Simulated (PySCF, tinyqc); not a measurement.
MP2 on RHF in the sto-3g basis, for CH2, spin multiplicity 1, step by step (part 2 of 2). The lowest restricted solution is unstable here: a spin-polarised one lies 0.0434 hartree lower (PySCF). Computed by tinyqc, a small Python program that keeps every step (integrals from PySCF). Command: `OMP_NUM_THREADS=1 python tinyqc.py 23317 23318 out.jsonl` (the two numbers bound the seeds that draw the settings). One thread of a shared host (Intel(R) Xeon(R) Processor @ 2.60GHz), about 0.2 s of CPU time with the checks.

Geometry (angstrom):
```
atom       x        y       z
C     0.0000   0.0000  0.0000
H     0.0000   1.0470  0.5090
H     0.0000  -1.0470  0.5090
```

## Second-order Moller-Plesset energy

orbital energies (hartree): MO1 -10.9791, MO2 -0.7905, MO3 -0.5173, MO4 -0.2648, MO5 0.2446, MO6 0.5394, MO7 0.7343

Two-electron integrals over orbitals (pq|rs), unique and non-zero (hartree):
```
(11|11) 3.5072      (21|11) -0.2937     (21|21) 0.0391      (22|11) 0.7140
(22|21) -0.0079     (22|22) 0.5354      (31|31) 0.0072      (32|31) 0.0128
(32|32) 0.1454      (33|11) 0.5940      (33|21) -0.0026     (33|22) 0.5040
(33|33) 0.5163      (41|11) 0.1489      (41|21) -0.0169     (41|22) 0.0134
(41|33) 0.0055      (41|41) 0.0257      (42|11) -0.0784     (42|21) 0.0069
(42|22) 0.0208      (42|33) 0.0184      (42|41) 0.0150      (42|42) 0.0785
(43|31) -0.0021     (43|32) 0.0231      (43|43) 0.0306      (44|11) 0.8128
(44|21) -0.0127     (44|22) 0.5050      (44|33) 0.4634      (44|41) -0.0124
(44|42) -0.0843     (44|44) 0.6683      (51|51) 0.0217      (52|51) 0.0237
(52|52) 0.0911      (53|53) 0.0195      (54|51) -0.0119     (54|52) -0.0358
(54|54) 0.0485      (55|11) 0.8520      (55|21) -0.0094     (55|22) 0.5431
(55|33) 0.4772      (55|41) 0.0043      (55|42) -0.0419     (55|44) 0.5837
(55|55) 0.6728      (61|11) -0.2280     (61|21) 0.0323      (61|22) -0.0015
(61|33) -1.54e-04   (61|41) -0.0048     (61|42) 0.0138      (61|44) -0.0177
(61|55) -0.0062     (61|61) 0.0313      (62|11) 0.2426      (62|21) -0.0060
(62|22) 0.0787      (62|33) 0.0206      (62|41) 0.0139      (62|42) 0.0029
(62|44) 0.0810      (62|55) 0.1244      (62|61) 0.0008      (62|62) 0.0971
(63|31) 0.0010      (63|32) -0.0751     (63|43) -0.0280     (63|63) 0.0905
(64|11) 0.0998      (64|21) 4.79e-04    (64|22) 0.0370      (64|33) 0.0058
(64|41) 0.0059      (64|42) 0.0038      (64|44) 0.0495      (64|55) 0.0482
(64|61) 0.0036      (64|62) 0.0509      (64|64) 0.0340      (65|51) 0.0170
(65|52) 0.0574      (65|54) -0.0124     (65|65) 0.0444      (66|11) 0.6618
(66|21) -0.0059     (66|22) 0.5177      (66|33) 0.5019      (66|41) 0.0206
(66|42) 0.0559      (66|44) 0.4483      (66|55) 0.4903      (66|61) 0.0045
(66|62) 0.0501      (66|64) 0.0246      (66|66) 0.5528      (71|31) 0.0126
(71|32) 0.0206      (71|43) -0.0039     (71|63) 0.0015      (71|71) 0.0224
(72|31) 0.0091      (72|32) 0.0035      (72|43) -0.0281     (72|63) 0.0463
(72|71) 0.0150      (72|72) 0.0543      (73|11) 0.2568      (73|21) -0.0059
(73|22) 0.0652      (73|33) 0.0309      (73|41) -0.0006     (73|42) -0.0509
(73|44) 0.1263      (73|55) 0.1299      (73|61) -0.0061     (73|62) 0.0769
(73|64) 0.0384      (73|66) 0.0071      (73|73) 0.1160      (74|31) -0.0078
(74|32) -0.0656     (74|43) 0.0092      (74|63) 0.0387      (74|71) -0.0133
(74|72) -0.0093     (74|74) 0.0560      (75|53) 0.0187      (75|75) 0.0228
(76|31) 0.0090      (76|32) 0.1166      (76|43) 0.0338      (76|63) -0.0841
(76|71) 0.0148      (76|72) -0.0225     (76|74) -0.0497     (76|76) 0.1192
(77|11) 0.7577      (77|21) -0.0096     (77|22) 0.5172      (77|33) 0.5185
(77|41) 0.0033      (77|42) -0.0133     (77|44) 0.5275      (77|55) 0.5290
(77|61) -0.0076     (77|62) 0.0427      (77|64) 0.0143      (77|66) 0.5097
(77|73) 0.0705      (77|77) 0.5639
```

Hartree-Fock energy = -38.342804 hartree

E2 = sum_ijab (ia|jb) [2 (ia|jb) - (ib|ja)] / (e_i + e_j - e_a - e_b) over occupied i, j and virtual a, b; the opposite-spin part is (ia|jb)^2 / denominator, the rest is same-spin, and SCS-MP2 scales them by 6/5 and 1/3.

Terms (the 40 largest of 42):
```
i  j  a  b  (ia|jb)  (ib|ja)  denominator       term
3  3  7  7   0.1160   0.1160      -2.5032    -0.0054
2  2  5  5   0.0911   0.0911      -2.0701    -0.0040
3  3  6  6   0.0905   0.0905      -2.1135    -0.0039
2  2  6  6   0.0971   0.0971      -2.6597    -0.0035
3  2  7  6   0.0769   0.0463      -2.5815    -0.0032
2  3  6  7   0.0769   0.0463      -2.5815    -0.0032
4  4  5  5   0.0485   0.0485      -1.0188    -0.0023
4  4  7  7   0.0560   0.0560      -1.9982    -0.0016
4  2  6  6   0.0509   0.0509      -2.1341    -0.0012
2  4  6  6   0.0509   0.0509      -2.1341    -0.0012
2  2  7  7   0.0543   0.0543      -3.0495    -0.0010
2  4  5  5  -0.0358  -0.0358      -1.5444    -0.0008
4  2  5  5  -0.0358  -0.0358      -1.5444    -0.0008
3  4  6  7   0.0387   0.0384      -2.0558    -0.0007
4  3  7  6   0.0387   0.0384      -2.0558    -0.0007
4  4  6  6   0.0340   0.0340      -1.6084    -0.0007
3  4  7  6   0.0384   0.0387      -2.0558    -0.0007
4  3  6  7   0.0384   0.0387      -2.0558    -0.0007
3  2  6  7   0.0463   0.0769      -2.5815  -2.81e-04
2  3  7  6   0.0463   0.0769      -2.5815  -2.81e-04
3  3  5  5   0.0195   0.0195      -1.5238  -2.50e-04
1  2  5  5   0.0237   0.0237     -12.2587  -4.58e-05
2  1  5  5   0.0237   0.0237     -12.2587  -4.58e-05
1  1  6  6   0.0313   0.0313     -23.0370  -4.25e-05
2  4  7  7  -0.0093  -0.0093      -2.5238  -3.40e-05
4  2  7  7  -0.0093  -0.0093      -2.5238  -3.40e-05
1  1  7  7   0.0224   0.0224     -23.4267  -2.15e-05
1  1  5  5   0.0217   0.0217     -22.4473  -2.10e-05
1  2  7  7   0.0150   0.0150     -13.2381  -1.69e-05
2  1  7  7   0.0150   0.0150     -13.2381  -1.69e-05
1  4  7  7  -0.0133  -0.0133     -12.7125  -1.39e-05
4  1  7  7  -0.0133  -0.0133     -12.7125  -1.39e-05
1  4  5  5  -0.0119  -0.0119     -11.7331  -1.21e-05
4  1  5  5  -0.0119  -0.0119     -11.7331  -1.21e-05
1  3  6  7  -0.0061   0.0015     -12.7701  -6.54e-06
3  1  7  6  -0.0061   0.0015     -12.7701  -6.54e-06
1  3  7  6   0.0015  -0.0061     -12.7701  -1.08e-06
3  1  6  7   0.0015  -0.0061     -12.7701  -1.08e-06
1  4  6  6   0.0036   0.0036     -12.3227  -1.03e-06
4  1  6  6   0.0036   0.0036     -12.3227  -1.03e-06
```

Pair energies (hartree; pair i-j sums ij and ji):
```
pair  opposite spin  same spin
1-1       -8.50e-05     0.0000
2-1       -1.26e-04     0.0000
2-2         -0.0085     0.0000
3-1       -6.17e-06  -9.06e-06
3-2         -0.0062    -0.0007
3-3         -0.0095     0.0000
4-1       -5.41e-05     0.0000
4-2         -0.0041     0.0000
4-3         -0.0029  -6.59e-08
4-4         -0.0046     0.0000
```

MP2 correlation energy = -0.036905 hartree

SCS-MP2 correlation energy = -0.043649 hartree

MP2 total energy = -38.379709 hartree
